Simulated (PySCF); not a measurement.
## Computed properties of BeH, SMILES [BeH+], charge +1

BeH, SMILES [BeH+], charge +1. Geometry: r2SCAN-D4/def2-TZVPD. The spin state was assumed, not searched. One conformer was computed; it need not be the lowest. All values are computed for the isolated molecule unless a solvent is named; none is compared with measurement here.

**Structure.** The optimised structure has C∞v symmetry. All 1 harmonic modes at r2SCAN-D4/def2-TZVPD (PySCF) are real, so it is a minimum.

**Vibrations.** The strongest infrared lines (harmonic, unscaled, degenerate partners summed) lie at 2211 cm⁻¹ (41 km/mol, H 90 %, Be 10 %). The softest mode is at 2211 cm⁻¹ and the zero-point energy is 3.2 kcal/mol.

**Electronic structure.** HF/def2-TZVPD (PySCF) places the frontier levels at -20.35 and -7.84 eV, a gap of 12.51 eV and a mean polarisability of 11.4 bohr³. PBE/def2-TZVPD (PySCF) at the same geometry gives -15.85 and -11.49 eV, so its gap is 8.15 eV narrower. An orbital gap is neither the optical nor the fundamental gap.

**Excitations.** TDA-M06-2X/def2-TZVPD (PySCF) has S1 at 5.34 eV (232 nm, f = 0.160, bright); the most intense of the 10 singlets computed lies at 7.65 eV (f = 0.55). Strengths of degenerate partners are summed. T1 (TDA) is at 4.15 eV, 1.19 eV under S1. No vertical singlet excitation falls in the visible range (under 3.1 eV).

**NMR.** GIAO shifts at KT2/pcSseg-2 (PySCF) (non-relativistic, atoms alike by connectivity averaged): ¹H at 6.9 ppm against TMS.
